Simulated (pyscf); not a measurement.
# Four-centre exchange: O=PH + PH₃ -> O=P–PH₂ + hydrogen (H₂)

Gas phase, singlet surface, charge 0. Bonds broken: P2–H3, P4–H5. Bonds formed: P2–P4, H3–H5. Single points on ωB97X-D3(BJ)/def2-SVP structures (PySCF, gas phase).

Transition state (Å):

```xyz
7

O      0.5492    -0.2855     1.4138
P     -0.8858    -0.1155     1.0847
H     -1.4686    -1.4745     0.4790
P     -1.2103     0.6355    -1.2647
H     -1.3217    -0.8913    -0.4185
H     -0.4172     1.7038    -0.7615
H     -0.0972     0.0174    -1.9052
```

One imaginary mode, 1238i cm⁻¹; descent along it reached the two sides named.

| bond | change | reactant side (Å) | saddle | product side |
|---|---|---|---|---|
| P2–H3 | breaks | 1.470 | 1.598 | 3.1 |
| P4–H5 | breaks | 1.428 | 1.749 | 3.6 |
| P2–P4 | forms | 3.6 | 2.488 | 2.233 |
| H3–H5 | forms | 2.6 | 1.080 | 0.765 |

Electronic energies relative to the separated reactants (kJ/mol):

```
level                   barrier  reaction energy  reverse barrier
----------------------  -------  ---------------  ---------------
ωB97X-D3(BJ)/def2-TZVP     93.3            -23.6            116.9
PBE/def2-TZVP              52.6            -30.5             83.1
r²SCAN/def2-TZVP           59.0            -30.1             89.2
B3LYP-D3(BJ)/def2-TZVP     90.4            -20.1            110.5
PBE0-D3(BJ)/def2-TZVP      64.6            -23.7             88.3
M06-2X/def2-TZVP           96.2            -18.5            114.7
ωB97M-D3(BJ)/def2-TZVP    102.7             -9.7            112.4
HF/def2-TZVP              198.3            +20.7            177.7
```

With ωB97M-D3(BJ)/def2-TZVP energies and thermal terms (ideal gas, 1 atm, RRHO with modes under 100 cm⁻¹ raised to 100, one conformer, R ln 2 for chiral ones without a mode under 150 cm⁻¹), in kJ/mol:

| T (K) | ΔH‡ | ΔG‡ | ΔH | ΔG |
|---|---|---|---|---|
| 298 | 100.0 | 142.8 | -14.9 | -9.1 |
| 600 | 101.7 | 185.7 | -8.9 | -5.8 |
| 900 | 104.9 | 227.1 | -4.8 | -5.2 |
| 1200 | 108.1 | 267.4 | -2.3 | -5.7 |

At the saddle there is also a short H–P contact that neither side keeps. The same reactants have a lower exit, to HO–PH–PH₂ (barrier +69.6 kJ/mol at ωB97M-D3(BJ)/def2-TZVP, against +102.7 kJ/mol here). This is the saddle that the search found; another between the same sides may lie lower.
